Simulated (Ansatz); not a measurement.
hcp Gd, treated with r²SCAN-D4 in Ansatz (plane waves, PAW).

Run with plane-wave cutoff 500 eV, 24×24×14 k mesh (along the axes of the cell as run), Fermi–Dirac smearing 0.1 eV, spin-polarised with parallel moments, scalar-relativistic PAW data made under PBE.

Cell (relaxed at this level):

```
CELL_PARAMETERS angstrom
      1.81457    -3.14293     0.00000
      1.81457     3.14293     0.00000
      0.00000     0.00000     5.88154
ATOMIC_POSITIONS crystal
  Gd 0.33333 0.66667 0.25000
  Gd 0.66667 0.33333 0.75000
```

Q: Estimate the magnetic moment per atom (the cell's total over its atoms) that the calculation returns.

A: 
* **magnetic moment per atom (the cell's total over its atoms)**: 7.93 μB

Note: the 4f shell is treated without U or exact exchange, so its levels and filling can be wrong; the collinear magnetic order is the start's and need not be the measured one.

Moments are spin moments.

Spin–orbit coupling is not included.

Static lattice: no zero-point or thermal effects.

It cost roughly 15 core-minutes of CPU time.

Ansatz is an electronic-structure program.
